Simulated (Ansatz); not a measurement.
in.yaml

```yaml
crystal:
  periodic: [false, false, false]
  atoms:
    - {symbol: Si, position_ang: [0.000090, -0.000062, -0.043737]}
    - {symbol: H, position_ang: [1.415348, 0.014593, 0.409118]}
    - {symbol: H, position_ang: [-0.721058, 1.220018, 0.403029]}
    - {symbol: H, position_ang: [-0.696788, -1.232882, 0.406559]}
basis:
  gaussian: {orbitals: 6-31G}
magnetization: {spin_polarized: false, initial_magnetization: 1}
hamiltonian: {xc: {name: PBE0}}
correlation: {method: ccsdt_q_b, electrons: all}
scf: {lower_state_search: light}
output: {forces: true}
```

```sh
$ ansatz run in.yaml --threads 1 --pin off --events-out ev --progress --plain --max-ram 2393MiB
```

Log:

```
402 factors; integrals over basis functions are off by at most 3.1e-8 eV
mean field evaluation 1: about -7919.8623 eV, gradient 3.9e0 eV
mean field evaluation 2: about -7919.9331 eV, gradient 3.5e0 eV
mean field evaluation 4: about -7919.9990 eV, gradient 1.7e-1 eV
mean field evaluation 8: about -7919.9993 eV, gradient 2.2e-3 eV
mean field -7919.99929454 eV, -291.0546057059 hartree, gradient 1.7e-6 eV, S^2 0.750000; 0 other end points of the search recorded, 0 dependent functions left out
mean field evaluation 16: about -7906.3562 eV, gradient 5.2e0 eV
reference -7906.58393879 eV, -290.5616004756 hartree; 9, 8 occupied and 10, 11 virtual orbitals, 402 factors
second order -1.46878804 eV of doubles, -0.11544538 eV of singles
cycle   1  -1.92120362 eV  change   -3.4e-1 eV  update   4.9e-2
cycle   2  -2.10606856 eV  change   -1.8e-1 eV  update   2.1e-2
cycle   3  -2.11849464 eV  change   -1.2e-2 eV  update   5.9e-3
cycle   4  -2.12299370 eV  change   -4.5e-3 eV  update   2.4e-3
cycle   5  -2.12224892 eV  change    7.4e-4 eV  update   1.0e-3
cycle   6  -2.12236813 eV  change   -1.2e-4 eV  update   3.5e-4
cycle   7  -2.12249186 eV  change   -1.2e-4 eV  update   8.9e-5
cycle   8  -2.12249801 eV  change   -6.1e-6 eV  update   2.8e-5
cycle   9  -2.12249374 eV  change    4.3e-6 eV  update   8.8e-6
cycle  10  -2.12249549 eV  change   -1.8e-6 eV  update   2.5e-6
cycle  11  -2.12249542 eV  change    7.4e-8 eV  update   7.6e-7
perturbative correction -0.00063543 eV, -0.0000233516 hartree
the calculation of the forces begins
Total energy: -7908.70706964 eV, -290.6396240951 hartree
Atom 0 at     0.000090    -0.000062    -0.043737 Å, force     0.000718    -0.000508    -0.357613 eV/Å
Atom 1 at     1.415348     0.014593     0.409118 Å, force     0.540356     0.005520     0.120308 eV/Å
Atom 2 at    -0.721058     1.220018     0.403029 Å, force    -0.275170     0.465656     0.117979 eV/Å
Atom 3 at    -0.696788    -1.232882     0.406559 Å, force    -0.265905    -0.470668     0.119326 eV/Å
Dipole moment:     0.000057    -0.000039    -0.027481 e Å
```

Forces (eV/Å):
```
Si   0.001 -0.001 -0.358
H    0.540  0.006  0.120
H   -0.275  0.466  0.118
H   -0.266 -0.471  0.119
```

Ran on 1 thread of Intel Xeon Platinum 8488C, shared host: 35 s wall, 0.71 GiB peak host memory.
